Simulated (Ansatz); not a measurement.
# C2H4N2: the cost of one run

Program: the Python package of Ansatz 0.2.0. Level of theory: r2SCAN/cc-pVDZ. These are calculated values, not measurements.

## Step 1: The structure

Bond lengths: N1–C2 1.469 Å, C2–C3 1.476 Å, C3–N4 1.161 Å, N1–H5 1.021 Å, N1–H6 1.021 Å, C2–H7 1.095 Å, C2–H8 1.095 Å. Angles: N1–C2–C3 113.1°, N1–C2–H7 108.6°, N1–C2–H8 108.6°, C3–C2–H7 109.7°, C3–C2–H8 109.7°, H7–C2–H8 107.0°, C2–N1–H5 109.0°, C2–N1–H6 109.0°, H5–N1–H6 105.6°, C2–C3–N4 178.9°.

The script holds or builds the structure itself.

## Step 2: The code

opt.py reads:

```python
from dataclasses import dataclass
import itertools

import ansatz as az
from ase.data import atomic_numbers, covalent_radii
import numpy as np
import pandas as pd


@dataclass(frozen=True)
class Settings:
    basis_set: str = 'cc-pVDZ'
    functional: str = 'r2scan'


settings = Settings()

geometry_ang = [
    ('N', (-1.154, 0.3796, -0.0189)),
    ('C', (-0.017, -0.5184, -0.2632)),
    ('C', (1.264, 0.0176, 0.2381)),
    ('N', (2.2605, 0.4578, 0.6398)),
    ('H', (-0.9622, 1.2839, -0.4519)),
    ('H', (-1.2225, 0.5639, 0.9829)),
    ('H', (-0.2253, -1.482, 0.2133)),
    ('H', (0.0565, -0.7024, -1.3402)),
]
c2h4n2 = az.Crystal.molecule()
for symbol, xyz in geometry_ang:
    c2h4n2 = c2h4n2.atom(symbol, xyz)

job = c2h4n2.calculation()
job = job.basis(gaussian=settings.basis_set)
job = job.functional(settings.functional)
symbols = [site.symbol for site in c2h4n2.cartesian_sites]
start = np.array([site.position_ang for site in c2h4n2.cartesian_sites], dtype=float)
def progress(event):
    if event['event'] == 'relax_step':
        row = event['data']
        print(f'step {row["step"]:3d}  E = {row["lagrangian_ev"]:.6f} eV  largest force component {row["allowed_force_max_ev_ang"]:.4f} eV/A')


data = job.relax(force_tolerance=0.02).session().plan().execute(on_event=progress).report
end = np.array(data['positions_ang'])

print(f'E = {data["free_energy_ev"]:.6f} eV = {data["free_energy_ev"] / 27.211386246:.7f} Ha')
print('converged:', data['converged'], ' doubts:', data['published_state_doubts'] or 'none')

radius = [covalent_radii[atomic_numbers[s]] for s in symbols]
span = lambda where, i, j: np.linalg.norm(where[i] - where[j])
bonded = [(i, j) for i, j in itertools.combinations(range(len(symbols)), 2) if min(span(start, i, j), span(end, i, j)) < 1.2 * (radius[i] + radius[j])]
print('pair        before    after (A)')
for i, j in bonded:
    print(f'{symbols[i]}{i}-{symbols[j]}{j}'.ljust(10), f'{span(start, i, j):8.4f} {span(end, i, j):8.4f}')

charges = data['charge_distribution']
table = pd.DataFrame({'atom': symbols, 'mulliken': charges['mulliken_charges_e'], 'lowdin': charges['lowdin_charges_e']})
print(table.round(3).to_string())
print('dipole (e A):', np.round(charges['dipole_moment_e_ang'], 4) + 0.0)
```

## Step 3: The calls as engine input

The engine receives this input:

```yaml
crystal:
  periodic: [false, false, false]
  atoms:
    - { symbol: "N", position_ang: [-1.154, 0.3796, -0.0189] }
    - { symbol: C, position_ang: [-0.017, -0.5184, -0.2632] }
    - { symbol: C, position_ang: [1.264, 0.0176, 0.2381] }
    - { symbol: "N", position_ang: [2.2605, 0.4578, 0.6398] }
    - { symbol: H, position_ang: [-0.9622, 1.2839, -0.4519] }
    - { symbol: H, position_ang: [-1.2225, 0.5639, 0.9829] }
    - { symbol: H, position_ang: [-0.2253, -1.482, 0.2133] }
    - { symbol: H, position_ang: [0.0565, -0.7024, -1.3402] }
basis:
  gaussian:
    orbitals: cc-pVDZ
hamiltonian:
  xc: r2scan
relax:
  f_tol: 0.02
```

## Step 4: Running it

Run with:

```console
python opt.py
```

What time and memory should one allow on 1 thread of Intel Xeon 6975P-C (Granite Rapids), shared host?

About 11 s, with a peak of 0.24 GiB.
